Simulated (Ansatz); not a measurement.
Consider the isomerisation: `C=C(N)OCF` → `NC/C(O)=C\F`.

Computed with Ansatz on PBE0-D4/def2-TZVP structures; ΔE is electronic, products minus reactants. CBS: MP2 limit from def2 TZ/QZ plus the TZ coupled-cluster correction, frozen cores. DFT in def2-TZVPP. B3LYP here is the variant with VWN-RPA as its local correlation; programs differ in this. One conformer a species, not always the lowest.

```csv
level,ΔE (kJ/mol),difference from CCSD(T)/CBS
B3LYP-D4,10.9,5.4
ωB97X-V,9.0,3.5
ωB97M-V,7.3,1.8
PBE0,4.7,-0.8
HF/def2-TZVPP,25.8,20.3
MP2/def2-TZVPP,7.7,2.2
SCS-MP2/def2-TZVPP,10.1,4.6
CCSD/def2-TZVPP,8.7,3.2
SCS-MP2/def2-QZVPP,8.8,3.3
HF/CBS(def2),25.8,20.3
CCSD(T)/CBS,5.5,0
```

Largest T1 diagnostic among the species: 0.012.

In def2-TZVPP, CCSD(T) changes the Hartree–Fock value by −18.5 kJ/mol (the triples alone add −1.4 kJ/mol) and MP2 by −18.1 kJ/mol.

CCSD(T)/CBS has its own doubt, a few kJ/mol and more with outer-core shells, so smaller differences from it don't rank the levels.
